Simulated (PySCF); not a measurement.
## Cost against result

Saddle point of BH5SO, closed shell (BH₃S ([BH2][SH]) + H₂O → BH₃O ([BH2][OH]) + H₂S; bonds formed: S2–H5; dative contacts that become bonds: B1–O6; bonds broken: B1–S2, H5–O6), PBE0-D4/def2-TZVP structure:

```json
{"atom": "B1", "x (Å)": "-0.2980", "y (Å)": "-0.4829", "z (Å)": "-0.4375"}
{"atom": "S2", "x (Å)": "1.5030", "y (Å)": "0.4767", "z (Å)": "-0.2188"}
{"atom": "H3", "x (Å)": "-0.0499", "y (Å)": "-1.6563", "z (Å)": "-0.3677"}
{"atom": "H4", "x (Å)": "-0.8397", "y (Å)": "-0.0674", "z (Å)": "-1.4204"}
{"atom": "H5", "x (Å)": "0.4031", "y (Å)": "0.5739", "z (Å)": "0.8591"}
{"atom": "O6", "x (Å)": "-0.8577", "y (Å)": "0.0989", "z (Å)": "0.8554"}
{"atom": "H7", "x (Å)": "1.1486", "y (Å)": "1.6442", "z (Å)": "-0.7817"}
{"atom": "H8", "x (Å)": "-1.0094", "y (Å)": "-0.5874", "z (Å)": "1.5116"}
```

Barriers are electronic and count from the start structure reached by relaxing down the imaginary mode.

Computed with PySCF 2.14 with density fitting (its default auxiliary sets; JK sets also for MP2 and CCSD(T)) (basis: as named in each row); correlated methods freeze the cores. B3LYP uses VWN-RPA correlation. Extrapolation: Hartree–Fock as exp(−7.88 √X), correlation as X^−2.97.

Times are rough, for one single point on 4 threads of a shared host (Arm Neoverse V1).

The estimate by CCSD(T) at an estimated basis limit (MP2 extrapolated from triple and quadruple zeta, plus CCSD(T) − MP2 in triple zeta) is 0.725 eV.

```
   method       basis  time (s)  barrier (eV)  method less estimate
       HF      STO-3G   under 1         1.118                 0.393
 B3LYP-D4       6-31G         2         0.816                 0.092
  PBE0-D4    def2-SVP         3         0.558                -0.166
   PBE-D4    def2-SVP         3         0.402                -0.323
      MP2  def2-QZVPP         3         0.675                -0.050
    SPW92  def2-TZVPP         6         0.356                -0.369
  CCSD(T)    def2-SVP         7         0.695                -0.029
  PBE0-D4  def2-TZVPP         8         0.612                -0.113
 BHLYP-D4  def2-TZVPP         8         0.812                 0.088
 B3LYP-D4  def2-TZVPP         8         0.647                -0.078
   PBE-D4  def2-TZVPP         8         0.477                -0.248
r2SCAN-D4  def2-TZVPP        20         0.561                -0.164
  wB97M-V  def2-TZVPP       120         0.709                -0.016
  CCSD(T)  def2-TZVPP       160         0.722                -0.002
```

All methods are single points on the PBE0-D4 structures.

T1 diagnostic: at most 0.013.

Labels in which every atom is bracketed show which atoms are joined, not bond orders.
